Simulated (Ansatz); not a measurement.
## Breaking a bond in SiH2SF (SMILES F[SiH]S)

SiH2SF has 5 atoms, charge 0, and is taken as a doublet. SMILES: `F[SiH]S`. The shape is that of a PBE0-D4/def2-TZVP optimisation. This is one conformer, not always the lowest.

```xyz
5

F    -1.2423   -0.5272    1.1342
Si   -0.6294   -0.1680   -0.3033
S     1.4007    0.4385   -0.1918
H    -0.6218   -1.4165   -1.1155
H     1.1427    1.5995    0.4350
```

The Si2–H4 distance is scanned; the parts on either side stay rigid. Basis STO-3G, 11 core orbitals frozen in the correlated methods; program Ansatz 0.2.0. FCI is exact within this basis and core. Energies in eV from each method's value at 1.489 Å; open shells run as named. The shape above is that at 1.489 Å.

| distance (Å) | UHF | UB3LYP | U-wB97X | UB2PLYP | UCCSD | UBCCD(T) |
| --- | --- | --- | --- | --- | --- | --- |
| 1.489 | 0.00 | 0.00 | 0.00 | 0.00 | 0.00 | 0.00 |
| 1.862 | 1.53 | 1.06 | 1.22 | 1.17 | 1.13 | 1.10 |
| 2.234 | 2.88 | 2.51 | 2.87 | 2.69 | 2.60 | 2.52 |
| 2.979 | 3.35 | 3.53 | 3.71 | 3.42 | 3.29 | 3.20 |
| 3.724 | 3.38 | 3.62 | 3.68 | 3.46 | 3.29 | 3.20 |

Task: Estimate the FCI curve, and say how far off each method is.

Result: 
| distance (Å) | FCI |
| --- | --- |
| 1.489 | 0.00 |
| 1.862 | 1.09 |
| 2.234 | 2.50 |
| 2.979 | 3.20 |
| 3.724 | 3.21 |

Departure from the FCI curve at its largest: UHF +0.44 eV at 1.86 Å; UB3LYP +0.41 eV at 3.72 Å; U-wB97X +0.51 eV at 2.98 Å; UB2PLYP +0.25 eV at 3.72 Å; UCCSD +0.10 eV at 2.23 Å; UBCCD(T) +0.02 eV at 2.23 Å. For the functionals part of the departure is owed to the small basis.
